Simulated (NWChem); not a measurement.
# A calculation on thiophene (C4H4S)

```xyz
9

C     -0.7152     0.0000    -1.2803
C      0.7152     0.0000    -1.2803
C      1.2453     0.0000    -0.0040
S      0.0000     0.0000     1.1997
C     -1.2453     0.0000    -0.0040
H     -1.3329     0.0000    -2.1893
H      1.3329     0.0000    -2.1893
H      2.2998     0.0000     0.2982
H     -2.2998     0.0000     0.2982
```
Charge 0, spin multiplicity 1.

All runs are NWChem calculations. Structure: optimised with PBE/def2-SVP, a minimum by its harmonic frequencies.

No SCF solution was tested for a lower state.

Worked example. At CAM-B3LYP/def2-TZVP the molecule has a total energy of -552.99417 Ha and the free atoms (multiplicities C 3, S 3, H 2) C -37.83702, H -0.49881, S -398.12673 Ha. The electronic atomisation energy is the atoms' sum less the molecule's energy.

4·(-37.83702) + 1·(-398.12673) + 4·(-0.49881) = -551.47005 Ha for the atoms; less the molecule's energy this leaves 1.52412 Ha, or 956.4 kcal/mol (4002 kJ/mol), without zero-point, thermal or spin-orbit terms.
